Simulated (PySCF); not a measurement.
# How the method changes the constants of NaAl

State: ¹Σ⁺ (singlet), closed shell. Set-up: basis Na x2c-SVPall, Al x2c-SVPall; spin-free X2C with a Gaussian nucleus; PySCF 2.14. De refers to Na + Al in their high-spin ground configurations, without counterpoise correction. A positive dipole means Na(−)Al(+).

```json
{"Level": "RHF-MP2", "Re (Å)": "3.223", "ωe (cm⁻¹)": "186", "De (eV)": "0.426", "μ (D)": "n/a"}
{"Level": "RHF-SCS-MP2", "Re (Å)": "3.228", "ωe (cm⁻¹)": "184", "De (eV)": "0.474", "μ (D)": "n/a"}
{"Level": "RHF-CCSD", "Re (Å)": "3.228", "ωe (cm⁻¹)": "178", "De (eV)": "0.63", "μ (D)": "n/a"}
{"Level": "RHF-CCSD(T)", "Re (Å)": "3.233", "ωe (cm⁻¹)": "175", "De (eV)": "0.68", "μ (D)": "n/a"}
{"Level": "PBE", "Re (Å)": "3.195", "ωe (cm⁻¹)": "178", "De (eV)": "0.84", "μ (D)": "-2.11"}
{"Level": "PBEsol", "Re (Å)": "3.188", "ωe (cm⁻¹)": "178", "De (eV)": "0.89", "μ (D)": "-2.23"}
{"Level": "revPBE", "Re (Å)": "3.236", "ωe (cm⁻¹)": "173", "De (eV)": "0.78", "μ (D)": "-2.31"}
{"Level": "r²SCAN", "Re (Å)": "3.225", "ωe (cm⁻¹)": "178", "De (eV)": "0.65", "μ (D)": "-2.74"}
{"Level": "PBE0", "Re (Å)": "3.187", "ωe (cm⁻¹)": "184", "De (eV)": "0.71", "μ (D)": "-2.81"}
{"Level": "MN15", "Re (Å)": "3.149", "ωe (cm⁻¹)": "187", "De (eV)": "0.98", "μ (D)": "-1.43"}
```

Which functional lies closest to RHF-CCSD(T) in De, which farthest, and by how much do they differ from it?

Closest is PBE0 (-4.6 pm in Re, +5.1 % in ωe, +0.03 eV in De against RHF-CCSD(T) in the same basis), farthest MN15 (-8.4 pm in Re, +6.9 % in ωe, +0.30 eV in De). CCSD(T) converges more slowly with the basis than the functionals do and binds too weakly in this one, so the order can change at the basis-set limit.

What does the step from GGA to meta-GGA do here, going from PBE to r²SCAN?

r²SCAN less PBE: +3.0 pm in Re, +0.0 % in ωe, -0.19 eV in De. 

What does the triples do here, going from RHF-CCSD to RHF-CCSD(T)?

RHF-CCSD(T) less RHF-CCSD: +0.5 pm in Re, -1.7 % in ωe, +0.05 eV in De. Correlation nearly always deepens the well. The bond lengthens, as in strong covalent bonds, where excitations into antibonding orbitals dominate.

Correlated steps freeze 6 core orbitals. Closed-shell solutions of metal pairs were not tested for spin polarisation, which can lower them a little. Correlated levels converge slowly with the basis: in double zeta they bind strong bonds too weakly, by up to about 1 eV, and carry superposition errors of some tenths. Where the molecule has an RHF reference, its open-shell atoms are computed with UHF.
